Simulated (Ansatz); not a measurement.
Frontier orbitals of C7H16, SMILES `CCC(C)(C)CC`.

Cartesian coordinates in Å:
```
C 1.845 0.066 -1.243
C 0.539 0.768 -0.911
C -0.136 0.358 0.407
C -1.453 1.122 0.522
C 0.746 0.741 1.593
C -0.392 -1.155 0.472
C -1.208 -1.747 -0.665
H 2.601 0.222 -0.470
H 2.257 0.445 -2.181
H 1.710 -1.012 -1.360
H -0.170 0.613 -1.731
H 0.712 1.850 -0.873
H -2.116 0.918 -0.322
H -1.272 2.201 0.543
H -1.983 0.854 1.440
H 0.972 1.812 1.585
H 1.694 0.197 1.587
H 0.243 0.513 2.536
H 0.572 -1.671 0.528
H -0.894 -1.366 1.424
H -0.714 -1.621 -1.631
H -1.356 -2.819 -0.513
H -2.198 -1.290 -0.738
```

The species carries charge 0 and has multiplicity 1. The structure was optimised at the PBE0-D4/def2-TZVP level. It is one conformer, not always the lowest. Basis def2-TZVPP, Ansatz 0.2.0.

```tsv
functional	HOMO (eV)	LUMO (eV)
r2SCANh	-7.90	1.18
```

(1) Give HOMO and LUMO (eV) with LDA (SPW92), PBE, revPBE, BLYP, r2SCAN, B97M-V, PBE0, B3LYP, r2SCAN0, HSE06 (plane-wave form), BHLYP, CAM-B3LYP, LC-ωPBE, ωB97X-V, ωB97M-V, HF. (Estimate.)

## Answers

(1) Ansatz gave: 
```tsv
functional	HOMO	LUMO
LDA (SPW92)	-7.24	0.07
PBE	-7.16	0.28
revPBE	-7.12	0.39
BLYP	-7.09	0.29
r2SCAN	-7.41	0.95
B97M-V	-7.58	0.36
PBE0	-8.48	1.07
B3LYP	-8.30	0.75
r2SCAN0	-8.64	1.51
HSE06 (plane-wave form)	-8.08	0.70
BHLYP	-9.77	1.69
CAM-B3LYP	-9.89	1.84
LC-ωPBE	-11.19	3.14
ωB97X-V	-10.88	2.90
ωB97M-V	-10.77	2.50
HF	-11.73	3.65
```

B3LYP here is the variant with VWN-RPA as its local correlation; programs differ in this. LC-ωPBE has ω = 0.4 bohr⁻¹. Positive LUMOs are unbound and depend on the basis.
